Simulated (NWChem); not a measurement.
CH3O cation; SMILES C=[OH+]

Computed with NWChem. Coordinates come from a PBE-D3(BJ)/def2-SVP optimisation. Core excitations by TDA in a window of 1s orbitals, non-relativistic and unshifted: absolute energies depend strongly on the exact-exchange share.

Task: What does the run give for O K edge, PBE0/cc-pVTZ? Quantities: first 1s excitation (eV); dipole oscillator strength of the first; first state with f > 0.002 (eV); dipole oscillator strength of that state.

Result: The first 1s excitation (eV) is 520.3, the dipole oscillator strength of the first is 0.0294 and the first state with f > 0.002 (eV) is 520.3. The dipole oscillator strength of that state is 0.0294.
